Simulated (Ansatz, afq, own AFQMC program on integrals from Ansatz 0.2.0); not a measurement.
Two steps: Ansatz 0.2.0 writes the Fock matrix and Cholesky factors of the valence space, and afq projects on them the lowest state that overlaps trial and start.

```yaml
crystal:
  periodic: [false, false, false]
  atoms:
    - {symbol: B, position_ang: [0.000000, -0.180894, 1.884558]}
    - {symbol: Al, position_ang: [0.000000, 0.113065, -0.689713]}
    - {symbol: H, position_ang: [0.000000, -1.086405, -1.750532]}
basis:
  gaussian: {orbitals: 6-31G}
magnetization: {spin_polarized: true, initial_magnetization: 1}
correlation: {method: ccsd_t, electrons: outside_noble_gas, hamiltonian_folder: ham}
```

```sh
$ ansatz run in.yaml --threads 1 --pin off --events-out ev --progress --plain --max-ram 16896MiB --backend cuda --devices 0, --max-vram 18GiB
```

Options of the walk:

```
--method phaseless --trial cisd --walkers 4000 --populations 20 --least-time 60 --time-step 0.005 --steps-per-block 50 --equilibration-blocks 28 --max-blocks 4000 --target-error 0.00016 --factor-cut 1e-05 --start spin_pure --seed 5333 --release-times 0.24,0.51,0.99,1.62,2.4 --release-step 0.03 --release-every 3 --taylor-order 6
```

Times are imaginary, in 1/Eh. The walk had a cap of 122 s. With eight or more populations the least sampling time is a fifth of least-time, and the error comes from their spread.

```
orbitals 18  electrons 4 3  factors 108 of 296
reference energy -266.96198824 Eh
CCSD correlation -0.09089247 Eh in 23 cycles, weight of the determinant in the CISD state 0.7898
energy of the start -267.045800 Eh
 block  time / (1/Eh)  mean weight  energy / Eh
     1     0.250  1.0000  -267.047195
     2     0.500  1.0000  -267.048515
     3     0.750  1.0000  -267.049669
     4     1.000  1.0000  -267.050594
     5     1.250  0.9999  -267.051454
     8     2.000  0.9999  -267.053352
    11     2.750  1.0000  -267.054980
    15     3.750  0.9999  -267.055793
    17     4.250  1.0000  -267.055795
    23     5.750  0.9999  -267.056622
    29     7.250  0.9999  -267.056853
    35     8.750  1.0000  -267.056846
    41    10.250  1.0000  -267.057096
    47    11.750  1.0000  -267.056697
    53    13.250  0.9998  -267.056907
    59    14.750  1.0001  -267.057487
    65    16.250  1.0001  -267.056981
    71    17.750  0.9995  -267.056703
    77    19.250  0.9999  -267.057064
    83    20.750  0.9999  -267.056285
    87    21.750  1.0001  -267.056752
error from the spread of 20 populations
released: time / (1/Eh)  energy / Eh  error  mean overlap
  0.24  -267.057062  0.000072  1.0013
  0.51  -267.057254  0.000074  1.0015
  0.99  -267.058338  0.000731  0.9996
  1.62  -267.057688  0.000194  0.9986
  2.40  -267.057990  0.000053  0.9962
energy -267.056928 +/- 0.000074 Eh
(rows thinned)
```

Task: Estimate how long the walk took on 1 × NVIDIA H100 80GB HBM3 with 2 threads of AMD EPYC 7R13 Processor (Zen 3), with other jobs on the host (the card was shared).

Result: 28 s of wall time.

The run passed its tests (sampling time, drift between the halves within three errors, error under three times the target), which doesn't prove that it has relaxed.

Against this walk (error 2.0 meV) on the same determinant: CCSD(T) 23.3 meV higher, CCSDT(Q) 47.3 meV lower, CCSDTQ 47.4 meV lower, full CI 47.6 meV lower. The error is statistical and leaves out the bias of the constraint. The determinant has ⟨S²⟩ = 1.16, so the low cluster orders mix in higher spin, while the walk starts as a pure doublet. The released energies have errors that jump between times, so the bars are unsure (meV from the phaseless value at times in 1/Eh: -3.7 ± 2.0 at 0.24, -8.9 ± 2.0 at 0.51, -38 ± 20 at 0.99, -21 ± 5 at 1.62, -28.9 ± 1.4 at 2.40), so they give no level; they do show a bias of the constraint, and the last of them that isn't too noisy lies 19 meV above full CI. Full CI is exact here, so the walk's 48 meV above it is the walk's own error: the bias of the constraint with this trial. The determinant is a poor start (see the cautions), so the low cluster orders aren't to be relied on, and full CI is the sure value.

Cautions: constraint bias not in the error; an unrestricted solution with more broken spin lies lower (10 meV, ⟨S²⟩ 1.50); strong correlation (T1 0.078, weight of the determinant 0.79, largest double 0.14); unrestricted determinant spin contaminated (⟨S²⟩ 1.16 against 0.75).

CCSDT and higher add their correlation energy to the determinant of the CCSD(T) run, since their own runs factorise the integrals more tightly (a shift of under 2 meV). A walk keeps the symmetry of its determinant, which the program's search chose and which needn't be the lowest solution, so a lower state of the same spin and another symmetry isn't excluded.
